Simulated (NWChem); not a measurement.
System: hydrogen peroxide (H2O2); SMILES OO

The following NWChem deck was run.

```
start job
memory heap 200 mb stack 900 mb global 1100 mb
geometry units angstroms noautoz
  O      0.040794    -0.708066    -0.122099
  O     -0.040790     0.708067    -0.122096
  H     -0.758713    -0.939419     0.370136
  H      0.758709     0.939418     0.370134
end
basis spherical
  * library def2-svp
end
dft
  xc xpbe96 cpbe96
  iterations 150
  vectors input atomic output neutral.movecs
end
task dft energy
charge 1
dft
  odft
  mult 2
  vectors input atomic output cation.movecs
end
task dft energy
```

NWChem printed, in part:

```
             Northwest Computational Chemistry Package (NWChem) 7.3.0
             --------------------------------------------------------

 C2  symmetry detected

                             Geometry "geometry" -> ""
                             -------------------------

 Output coordinates in angstroms (scale by  1.889725989 to convert to a.u.)

  No.       Tag          Charge          X              Y              Z
 ---- ---------------- ---------- -------------- -------------- --------------
    1 O                    8.0000     0.06260444    -0.70647211    -0.05469250
    2 O                    8.0000    -0.06260444     0.70647211    -0.05469250
    3 H                    1.0000    -0.72938515    -0.96236521     0.43754000
    4 H                    1.0000     0.72938515     0.96236521     0.43754000

 Effective nuclear repulsion energy (a.u.)      37.3949740223

      Symmetry information
      --------------------

 Group name             C2
 Group number              4
 Group order               2
 No. of unique centers     2

  pbe96 is a nonlocal functional; adding pw91lda local functional.

                                 NWChem DFT Module
                                 -----------------

 Summary of "ao basis" -> "ao basis" (spherical)
 ------------------------------------------------------------------------------
       Tag                 Description            Shells   Functions and Types
 ---------------- ------------------------------  ------  ---------------------
 O                          def2-svp                 6       14   3s2p1d
 H                          def2-svp                 3        5   2s1p

      Symmetry analysis of basis
      --------------------------

        a          19
        b          19

            General Information
            -------------------
          SCF calculation type: DFT
          Wavefunction type:  closed shell.
          No. of atoms     :     4
          No. of electrons :    18
           Alpha electrons :     9
            Beta electrons :     9
          Charge           :     0
          Spin multiplicity:     1
          Use of symmetry is: on ; symmetry adaption is: on
          Maximum number of iterations: 150
          AO basis - number of functions:    38
                     number of shells:    18
          Convergence on energy requested:  1.00D-06
          Convergence on density requested:  1.00D-05
          Convergence on gradient requested:  5.00D-04

              XC Information
              --------------
          PerdewBurkeErnzerhof Exchange Functional  1.000
            Perdew 1991 LDA Correlation Functional  1.000 local
           PerdewBurkeErnz. Correlation Functional  1.000 non-local

             Grid Information
             ----------------
          Grid used for XC integration:  medium
          Radial quadrature: Mura-Knowles
          Angular quadrature: Lebedev.
          Tag              B.-S. Rad. Rad. Pts. Rad. Cut. Ang. Pts.
          ---              ---------- --------- --------- ---------
          O                   0.60       49           7.0       434
          H                   0.35       45           8.0       434
          Grid pruning is: on
          Number of quadrature shells:    94
          Spatial weights used:  Erf1

      Superposition of Atomic Density Guess
      -------------------------------------

 Sum of atomic energies:        -150.38086575

      Non-variational initial energy
      ------------------------------

 Total energy =    -150.628007
 1-e energy   =    -281.113227
 2-e energy   =      93.090246
 HOMO         =      -0.343201
 LUMO         =       0.035282

      Symmetry analysis of molecular orbitals - initial
      -------------------------------------------------

  Numbering of irreducible representations:

     1 a           2 b

  Orbital symmetries:

     1 a           2 b           3 a           4 b           5 a
     6 b           7 a           8 a           9 b          10 b
    11 a          12 b          13 a          14 b          15 b
    16 a          17 a          18 b          19 a

   convergence    iter        energy       DeltaE   RMS-Dens  Diis-err
 ---------------- ----- ----------------- --------- --------- ---------
 d= 0,ls=0.0,diis     1   -151.2381449082 -1.89D+02  1.43D-02  3.19D-01
 d= 0,ls=0.0,diis     2   -151.2637339696 -2.56D-02  4.31D-03  5.36D-02
 d= 0,ls=0.0,diis     3   -151.2684923626 -4.76D-03  1.44D-03  5.13D-03
 d= 0,ls=0.0,diis     4   -151.2688390656 -3.47D-04  5.17D-04  1.49D-03
 d= 0,ls=0.0,diis     5   -151.2689764915 -1.37D-04  5.11D-05  8.91D-06
 d= 0,ls=0.0,diis     6   -151.2689774236 -9.32D-07  5.31D-06  6.74D-08

         Total DFT energy =     -151.268977423599
      One electron energy =     -282.459312976995
           Coulomb energy =      111.514843987458
    Exchange-Corr. energy =      -17.719482456403
 Nuclear repulsion energy =       37.394974022341

 Numeric. integr. density =       17.999999411637

                  Occupations of the irreducible representations
                  ----------------------------------------------

                     irrep           alpha         beta
                     --------     --------     --------
                     a                 5.0          5.0
                     b                 4.0          4.0

                       DFT Final Molecular Orbital Analysis
                       ------------------------------------

 Vector    7  Occ=2.000000D+00  E=-3.546115D-01  Symmetry=a
              MO Center=  4.5D-16,  6.5D-17, -1.7D-01, r^2= 1.2D+00
   Bfn.  Coefficient  Atom+Function         Bfn.  Coefficient  Atom+Function
  ----- ------------  ---------------      ----- ------------  ---------------
     6      0.333764  1 O  pz                20      0.333764  2 O  pz
     5      0.254245  1 O  py                19     -0.254245  2 O  py
     9      0.228288  1 O  pz                23      0.228288  2 O  pz
     3     -0.165880  1 O  s                 17     -0.165880  2 O  s
     8      0.159009  1 O  py                22     -0.159009  2 O  py

 Vector    8  Occ=2.000000D+00  E=-2.517252D-01  Symmetry=a
              MO Center=  6.6D-16, -3.2D-15,  3.5D-02, r^2= 1.2D+00
   Bfn.  Coefficient  Atom+Function         Bfn.  Coefficient  Atom+Function
  ----- ------------  ---------------      ----- ------------  ---------------
     4      0.404150  1 O  px                18     -0.404150  2 O  px
     7      0.262473  1 O  px                21     -0.262473  2 O  px
     6      0.190693  1 O  pz                20      0.190693  2 O  pz
    29     -0.169714  3 H  s                 34     -0.169714  4 H  s
     3      0.158854  1 O  s                  9      0.158940  1 O  pz

 Vector    9  Occ=2.000000D+00  E=-2.030452D-01  Symmetry=b
              MO Center= -2.5D-17,  2.4D-15, -9.6D-02, r^2= 1.1D+00
   Bfn.  Coefficient  Atom+Function         Bfn.  Coefficient  Atom+Function
  ----- ------------  ---------------      ----- ------------  ---------------
     6      0.462825  1 O  pz                20     -0.462825  2 O  pz
     9      0.335081  1 O  pz                23     -0.335081  2 O  pz
     4      0.129392  1 O  px                18      0.129392  2 O  px
     7      0.120071  1 O  px                21      0.120071  2 O  px
    29      0.109513  3 H  s                 34     -0.109513  4 H  s

 Vector   10  Occ=0.000000D+00  E= 2.807240D-03  Symmetry=b
              MO Center=  2.3D-16, -2.2D-15,  1.0D-01, r^2= 1.9D+00
   Bfn.  Coefficient  Atom+Function         Bfn.  Coefficient  Atom+Function
  ----- ------------  ---------------      ----- ------------  ---------------
     3      0.539621  1 O  s                 17     -0.539621  2 O  s
    30     -0.470503  3 H  s                 35      0.470503  4 H  s
     8      0.447283  1 O  py                22      0.447283  2 O  py
     5      0.442992  1 O  py                19      0.442992  2 O  py
     2      0.230936  1 O  s                 16     -0.230936  2 O  s

 Vector   11  Occ=0.000000D+00  E= 3.241455D-02  Symmetry=a
              MO Center=  2.1D-16, -3.6D-17,  5.7D-01, r^2= 3.7D+00
   Bfn.  Coefficient  Atom+Function         Bfn.  Coefficient  Atom+Function
  ----- ------------  ---------------      ----- ------------  ---------------
    30      0.892015  3 H  s                 35      0.892015  4 H  s
     3     -0.562525  1 O  s                 17     -0.562525  2 O  s
     7      0.217954  1 O  px                21     -0.217954  2 O  px
     4      0.164081  1 O  px                18     -0.164081  2 O  px
     9     -0.148206  1 O  pz                23     -0.148206  2 O  pz

 Vector   12  Occ=0.000000D+00  E= 8.136009D-02  Symmetry=b
              MO Center= -6.7D-16, -1.1D-15,  3.9D-01, r^2= 3.3D+00
   Bfn.  Coefficient  Atom+Function         Bfn.  Coefficient  Atom+Function
  ----- ------------  ---------------      ----- ------------  ---------------
    30      0.908925  3 H  s                 35     -0.908925  4 H  s
     8      0.412547  1 O  py                22      0.412547  2 O  py
     5      0.325392  1 O  py                19      0.325392  2 O  py
     7      0.224513  1 O  px                21      0.224513  2 O  px
     3     -0.202364  1 O  s                 17      0.202364  2 O  s

     Multipole analysis of the density
     ---------------------------------

     L   x y z        total         alpha         beta         nuclear
     -   - - -        -----         -----         ----         -------
     0   0 0 0     -0.000000     -9.000000     -9.000000     18.000000

     1   1 0 0     -0.000000     -0.000000     -0.000000      0.000000
     1   0 1 0      0.000000      0.000000      0.000000      0.000000
     1   0 0 1      0.680839      0.340419      0.340419      0.000000

     2   2 0 0     -7.276077     -5.649823     -5.649823      4.023570
     2   1 1 0      2.229529     -0.128354     -0.128354      2.486236
     2   1 0 1     -0.000000     -0.000000     -0.000000      0.000000
     2   0 2 0     -7.871448    -21.501680    -21.501680     35.131913
     2   0 1 1     -0.000000     -0.000000     -0.000000      0.000000
     2   0 0 2     -8.476345     -5.007278     -5.007278      1.538210

                                 NWChem DFT Module
                                 -----------------

      Symmetry analysis of basis
      --------------------------

        a          19
        b          19

            General Information
            -------------------
          SCF calculation type: DFT
          Wavefunction type:  spin polarized.
          No. of atoms     :     4
          No. of electrons :    17
           Alpha electrons :     9
            Beta electrons :     8
          Charge           :     1
          Spin multiplicity:     2
          Use of symmetry is: on ; symmetry adaption is: on
          Maximum number of iterations: 150
          AO basis - number of functions:    38
                     number of shells:    18
          Convergence on energy requested:  1.00D-06
          Convergence on density requested:  1.00D-05
          Convergence on gradient requested:  5.00D-04

              XC Information
              --------------
          PerdewBurkeErnzerhof Exchange Functional  1.000
            Perdew 1991 LDA Correlation Functional  1.000 local
           PerdewBurkeErnz. Correlation Functional  1.000 non-local

             Grid Information
             ----------------
          Grid used for XC integration:  medium
          Radial quadrature: Mura-Knowles
          Angular quadrature: Lebedev.
          Tag              B.-S. Rad. Rad. Pts. Rad. Cut. Ang. Pts.
          ---              ---------- --------- --------- ---------
          O                   0.60       49           7.0       434
          H                   0.35       45           8.0       434
          Grid pruning is: on
          Number of quadrature shells:    94
          Spatial weights used:  Erf1

      Superposition of Atomic Density Guess
      -------------------------------------

 Sum of atomic energies:        -150.38086575

 Renormalizing density from      18.00 to     17

      Non-variational initial energy
      ------------------------------

 Total energy =    -145.066651
 1-e energy   =    -265.495825
 2-e energy   =      83.034201
 HOMO         =      -0.876094
 LUMO         =      -0.535706

   Symmetry analysis of molecular orbitals - initial alpha
   -------------------------------------------------------

  Numbering of irreducible representations:

     1 a           2 b

  Orbital symmetries:

     1 a           2 b           3 a           4 b           5 a
     6 b           7 a           8 a           9 b          10 b
    11 a          12 b          13 a          14 b          15 a
    16 b          17 a          18 b          19 a

   Symmetry analysis of molecular orbitals - initial beta
   ------------------------------------------------------

  Numbering of irreducible representations:

     1 a           2 b

  Orbital symmetries:

     1 a           2 b           3 a           4 b           5 a
     6 b           7 a           8 a           9 b          10 b
    11 a          12 b          13 a          14 b          15 a
    16 b          17 a          18 b          19 a

   convergence    iter        energy       DeltaE   RMS-Dens  Diis-err
 ---------------- ----- ----------------- --------- --------- ---------
 d= 0,ls=0.0,diis     1   -150.8127260697 -1.88D+02  1.16D-02  1.70D-01
                                                     1.17D-02  1.75D-01
 d= 0,ls=0.0,diis     2   -150.8137313648 -1.01D-03  6.29D-03  1.61D-01
                                                     5.75D-03  1.38D-01
 d= 0,ls=0.0,diis     3   -150.8708072611 -5.71D-02  8.39D-04  4.22D-03
                                                     8.56D-04  4.18D-03
 d= 0,ls=0.0,diis     4   -150.8723829041 -1.58D-03  1.38D-04  1.13D-04
                                                     1.41D-04  9.33D-05
 d= 0,ls=0.0,diis     5   -150.8724199426 -3.70D-05  2.09D-05  1.92D-06
                                                     2.31D-05  1.51D-06
 d= 0,ls=0.0,diis     6   -150.8724206550 -7.12D-07  4.88D-06  3.96D-08
                                                     3.69D-06  2.35D-08

         Total DFT energy =     -150.872420655039
      One electron energy =     -275.022310994066
           Coulomb energy =      104.037776944836
    Exchange-Corr. energy =      -17.282860628150
 Nuclear repulsion energy =       37.394974022341

 Numeric. integr. density =       16.999999555968

                  Occupations of the irreducible representations
                  ----------------------------------------------

                     irrep           alpha         beta
                     --------     --------     --------
                     a                 5.0          5.0
                     b                 4.0          3.0

                    DFT Final Alpha Molecular Orbital Analysis
                    ------------------------------------------

 Vector    7  Occ=1.000000D+00  E=-7.900161D-01  Symmetry=a
              MO Center= -6.3D-16, -1.2D-15, -1.7D-01, r^2= 1.1D+00
   Bfn.  Coefficient  Atom+Function         Bfn.  Coefficient  Atom+Function
  ----- ------------  ---------------      ----- ------------  ---------------
     6      0.380207  1 O  pz                20      0.380207  2 O  pz
     5      0.265751  1 O  py                19     -0.265751  2 O  py
     9      0.220247  1 O  pz                23      0.220247  2 O  pz
     8      0.138477  1 O  py                22     -0.138477  2 O  py
     2     -0.122825  1 O  s                 16     -0.122825  2 O  s

[...]
```

Level: PBE/def2-SVP, vertical spin-unrestricted ions. Geometry: optimised at PBE0/def2-SVP.
